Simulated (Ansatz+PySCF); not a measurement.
A calculation with PySCF 2.14.0.

```python
from pyscf import gto, scf, mp

mol = gto.M(atom="""
F 0.000000 -0.094520 -1.853560
C 0.000000 0.504700 -0.683870
C 0.000000 0.005410 0.508670
H 0.000000 0.656670 1.370730
H 0.000000 -1.072260 0.658030
""", basis='cc-pvtz', charge=0, spin=1)
mf = scf.UHF(mol)
mf.kernel()
pt = mp.MP2(mf, frozen=3).run()
print(mf.e_tot, pt.e_corr, pt.e_tot)
```

The script is written out from the run's settings.

Output:

* Converged: yes
* Reference energy: -176.30611 hartree
* Correlation energy: -0.52826 hartree
* Total energy: -176.83437 hartree
* Spin squared of the determinant: 0.903

Caution: the unrestricted determinant is spin contaminated.
